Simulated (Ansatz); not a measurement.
# HO (doublet): the correlation ladder, 6-31G

Aim: climb from Hartree-Fock through coupled cluster and multireference methods for HO (doublet) at one geometry and basis, and see what each rung misses.

Program: Ansatz 0.2.0, Gaussian basis. Level of theory: 6-31G, core rule «outside noble gas», up to 1 orbitals frozen. These are calculated values, not measurements.

Plan: UHF; CCSD(T) on ROHF; CCSD(T) on UHF; BCCD(T) on ROHF; CISD; CCSDT(Q) on ROHF; CCSDT(Q) on UHF; CISDTQ; CCSDTQ on ROHF; CCSDTQ on UHF; CASSCF and MRCISD+Q, 7 electrons in 5 orbitals; CASSCF and NEVPT2, 7 electrons in 5 orbitals; Full CI.

34 further runs of the same task are left out: 34 set aside as unsound or not needed.

## (1) The geometry

The geometry is an MP2(full)/6-31G* stationary point (not a proven minimum).

2 atoms, charge 0, spin multiplicity 2.

Atoms are counted from 1 here; the program's logs count them from 0.

Bond lengths: O1–H2 0.979 Å.

## (2) UHF

in.yaml reads:

```yaml
crystal:
  periodic: [false, false, false]
  atoms:
    - {symbol: O, position_ang: [0.000000, 0.000000, 0.000000]}
    - {symbol: H, position_ang: [0.000000, 0.000000, 0.979070]}
basis:
  gaussian: {orbitals: 6-31G}
magnetization: {spin_polarized: true, initial_magnetization: 1}
hamiltonian: {xc: hf}
output: {orbitals: {seedname: orbitals}}
```

Launch:

```console
$ ansatz run in.yaml --threads 1 --pin off --events-out ev --progress --plain --max-ram 2764MiB --backend cpu
```

Further steps of the session: CCSD(T) on ROHF; CCSD(T) on UHF; BCCD(T) on ROHF; CISD; CCSDT(Q) on ROHF; CCSDT(Q) on UHF; CISDTQ; CCSDTQ on ROHF; CCSDTQ on UHF; CASSCF and MRCISD+Q, 7 electrons in 5 orbitals; CASSCF and NEVPT2, 7 electrons in 5 orbitals; Full CI.

Before running them: what should the planned runs give, taken together? Wanted: FCI below the RHF energy; RMP2 from FCI; UMP2 from FCI; RCCSD from FCI; RCCSD(T) from FCI; UCCSD(T) from FCI; RCCSDT(Q) from FCI; UCCSDT(Q) from FCI; NEVPT2 valence from FCI.

**Answer**, as computed:

| quantity | value |
| --- | --- |
| FCI below the RHF energy | -2.7384 eV |
| RMP2 from FCI | +300.2 meV |
| UMP2 from FCI | +290.9 meV |
| RCCSD from FCI | +24.0 meV |
| RCCSD(T) from FCI | +8.8 meV |
| UCCSD(T) from FCI | +8.5 meV |
| RCCSDT(Q) from FCI | +0.4 meV |
| UCCSDT(Q) from FCI | +0.1 meV |
| NEVPT2 valence from FCI | +351.3 meV |
| MRCISD+Q valence from FCI | +15.9 meV |
| levels within 1 kcal/mol (43 meV) | RCCSD, UCCSD, RCCSD(T), UCCSD(T), BCCD(T), RCCSDT, UCCSDT, CISDTQ, RCCSDT(Q), UCCSDT(Q), RCCSDTQ, UCCSDTQ, MRCISD+Q valence |
| T1 diagnostic | 0.010 |
| effectively unpaired electrons | 1.01 |

In words: RCCSD(T) lands +8.8 meV from the yardstick (0.3 % of the correlation energy). One determinant dominates. Of the multireference levels listed MRCISD+Q valence comes nearest in total energy (+15.9 meV), which doesn't show that its space is the better one. These misses are within one basis, not against nature; the frozen cores of restricted and unrestricted runs differ, which can shift their rows.
